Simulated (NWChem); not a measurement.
# disilane (Si₂H₆); SMILES [SiH3][SiH3]

Program: NWChem. Coordinates come from a PBE0/def2-SVP optimisation. Ions are spin-unrestricted doublets at the neutral geometry; other ion states weren't tried.

### Question
Predict the results for M06-2X/def2-SVP. Quantities: vertical ionisation energy, ΔSCF (eV); −ε(HOMO) (eV).

### Answer
```json
{
  "vertical ionisation energy, ΔSCF (eV)": "10.66",
  "−ε(HOMO) (eV)": "9.43"
}
```
